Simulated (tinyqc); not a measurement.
Inside a calculation. Method: CIS on RHF in the sto-3g basis, for LiH, spin multiplicity 1. One step of it, computed by the program tinyqc.

Question. CIS matrix, singlets. A(ia,jb) = (e_a - e_i) d_ij d_ab + 2 (ia|jb) - (ij|ab).

orbital energies (hartree): MO1 -2.360127, MO2 -0.252817, MO3 0.073735, MO4 0.162373, MO5 0.162373, MO6 0.441206

Two-electron integrals over orbitals (pq|rs), unique and non-zero (hartree):
```
p,q,r,s,(pq|rs)
1,1,1,1,1.659124
2,1,1,1,-0.100619
2,1,2,1,0.010654
2,2,1,1,0.328606
2,2,2,1,0.003581
2,2,2,2,0.462319
3,1,1,1,-0.140965
3,1,2,1,0.010617
3,1,2,2,-0.012431
3,1,3,1,0.021975
3,2,1,1,0.022598
3,2,2,1,-0.002696
3,2,2,2,-0.055644
3,2,3,1,-0.000073
3,2,3,2,0.018062
3,3,1,1,0.393086
3,3,2,1,-0.009372
3,3,2,2,0.215318
3,3,3,1,0.001206
3,3,3,2,0.012348
3,3,3,3,0.332288
4,1,4,1,0.009812
4,2,4,1,0.007289
4,2,4,2,0.021724
4,3,4,1,0.010338
4,3,4,2,0.019865
4,3,4,3,0.041331
4,4,1,1,0.396337
4,4,2,1,-0.003755
4,4,2,2,0.252651
4,4,3,1,-0.005049
4,4,3,2,0.010684
4,4,3,3,0.280640
4,4,4,4,0.312946
5,1,5,1,0.009812
5,2,5,1,0.007289
5,2,5,2,0.021724
5,3,5,1,0.010338
5,3,5,2,0.019865
5,3,5,3,0.041331
5,4,5,4,0.016869
5,5,1,1,0.396337
5,5,2,1,-0.003755
5,5,2,2,0.252651
5,5,3,1,-0.005049
5,5,3,2,0.010684
5,5,3,3,0.280640
5,5,4,4,0.279207
5,5,5,5,0.312946
6,1,1,1,0.068033
6,1,2,1,-0.009418
6,1,2,2,-0.007612
6,1,3,1,-0.004276
6,1,3,2,0.002551
6,1,3,3,0.011710
6,1,4,4,0.001425
6,1,5,5,0.001425
6,1,6,1,0.010732
6,2,1,1,-0.071529
6,2,2,1,0.002186
6,2,2,2,0.112273
6,2,3,1,0.003421
6,2,3,2,-0.040547
6,2,3,3,-0.018213
6,2,4,4,-0.031678
6,2,5,5,-0.031678
6,2,6,1,0.000490
6,2,6,2,0.128641
6,3,1,1,0.020858
6,3,2,1,-0.002479
6,3,2,2,-0.054999
6,3,3,1,0.004079
6,3,3,2,0.014289
6,3,3,3,0.036283
6,3,4,4,0.005965
6,3,5,5,0.005965
6,3,6,1,0.004379
6,3,6,2,-0.036520
6,3,6,3,0.028869
6,4,4,1,-0.006042
6,4,4,2,-0.018962
6,4,4,3,-0.012646
6,4,6,4,0.019607
6,5,5,1,-0.006042
6,5,5,2,-0.018962
6,5,5,3,-0.012646
6,5,6,5,0.019607
6,6,1,1,0.356483
6,6,2,1,0.001266
6,6,2,2,0.434367
6,6,3,1,-0.011041
6,6,3,2,-0.047535
6,6,3,3,0.239103
6,6,4,4,0.261775
6,6,5,5,0.261775
6,6,6,1,-0.004802
6,6,6,2,0.109612
6,6,6,3,-0.045781
6,6,6,6,0.432420
```

Give: CIS matrix A, singlet.

Answer.

CIS matrix A, singlet (hartree), lower triangle:
```
,1>3,1>4,1>5,1>6,2>3,2>4,2>5,2>6
1>3,2.0847
1>4,0.0000,2.1458
1>5,0.0000,0.0000,2.1458
1>6,-0.0294,0.0000,0.0000,2.4663
2>3,0.0092,0.0000,0.0000,0.0076,0.1474
2>4,0.0000,0.0183,0.0000,0.0000,0.0000,0.2060
2>5,0.0000,0.0000,0.0183,0.0000,0.0000,0.0000,0.2060
2>6,0.0093,0.0000,0.0000,-0.0003,-0.0261,0.0000,0.0000,0.5169
```
